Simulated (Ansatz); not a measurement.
**SiH₂Cl radical (SMILES [SiH2]Cl): a rigid scan of the bond length Si1–Cl2**

Aim: the energy along the bond length Si1–Cl2, from CCSD(T) and from cheaper methods, relative to the minimum. All other internal coordinates keep their values.

The runs use Ansatz 0.2.0, Gaussian basis; single points in def2-TZVPP.

Levels: PBE-D4, r2SCAN-D4, PBE0-D4, B3LYP-D4, wB97M-V, Hartree-Fock, MP2, CCSD, CCSD(T). The scan takes 1.684, 1.770, 1.897, 2.045, 2.209, 2.386, 2.574, 2.771 Å.

Cores are frozen in the correlated methods. Orbitals are unrestricted. B3LYP uses VWN-RPA correlation.

### 1 The system as given

The minimum, relaxed at PBE0-D4: SMILES `[SiH2]Cl`, 4 atoms, charge 0, spin multiplicity 2.

Atoms are counted from 1 here; the program's logs count them from 0.

Bond lengths: Si1–Cl2 2.053 Å, Si1–H3 1.487 Å, Si1–H4 1.487 Å. Angles: Cl2–Si1–H3 108.5°, Cl2–Si1–H4 108.5°, H3–Si1–H4 111.2°.

As a file:

```
Si   -0.30277    0.27800    0.16868
Cl    1.61610   -0.06916    0.81140
H    -1.06516   -0.99679    0.24749
H    -0.24817    0.78796   -1.22757
```

Energies of the minimum (eV), from earlier single points: PBE-D4 -20423.99669, r2SCAN-D4 -20431.71556, PBE0-D4 -20425.81016, B3LYP-D4 -20434.38193, wB97M-V -20431.77491, CCSD(T) -20407.64890.

At the minimum the bond length Si1–Cl2 is 2.053 Å.

### 2 Si1–Cl2 = 1.684 Å

ccsdt-tzvpp/in.yaml

```yaml
crystal:
  periodic: [false, false, false]
  atoms:
    - {symbol: Si, position_ang: [-0.302773, 0.278000, 0.168678]}
    - {symbol: Cl, position_ang: [1.271043, -0.006732, 0.695827]}
    - {symbol: H, position_ang: [-1.065156, -0.996795, 0.247495]}
    - {symbol: H, position_ang: [-0.248169, 0.787963, -1.227565]}
basis:
  gaussian: {orbitals: def2-TZVPP}
magnetization: {spin_polarized: true, initial_magnetization: 1}
correlation: {method: ccsd_t}
scf: {omitted_lower_state_checks: [cluster_reference]}
```

The command line of these runs was not kept.

Further steps of the session: Si1–Cl2 = 1.770 Å; Si1–Cl2 = 1.897 Å; Si1–Cl2 = 2.045 Å; Si1–Cl2 = 2.209 Å; Si1–Cl2 = 2.386 Å; Si1–Cl2 = 2.574 Å; Si1–Cl2 = 2.771 Å.

**Question.** What will these runs give? Wanted: highest point, CCSD(T); lowest point, CCSD(T); minimum along the scan, CCSD(T); RMS deviation from CCSD(T); largest T1 diagnostic.

The runs gave:

| quantity | value |
| --- | --- |
| highest point, CCSD(T) | 231.0 kJ/mol at 1.684 Å |
| lowest point, CCSD(T) | 0.0 kJ/mol at 2.053 Å |
| minimum along the scan, CCSD(T) | 2.053 Å |
| curvature there | 19.5 eV/Å² |
| RMS deviation from CCSD(T) | PBE-D4 9.2, r2SCAN-D4 4.5, PBE0-D4 4.6, B3LYP-D4 8.5, wB97M-V 2.8, Hartree-Fock 2.9, MP2 5.0, CCSD 1.7 kJ/mol |
| largest T1 diagnostic | 0.022 |

A polynomial through the near points puts the CCSD(T) minimum at the PBE0-D4 value. It is steeper on the short side than on the long one. Curvature against CCSD(T): PBE-D4 -9 %, Hartree-Fock +2 %. The curve of CCSD lies nearest to CCSD(T), that of PBE-D4 farthest. 1 further points are left out, because the reference changes its state there.
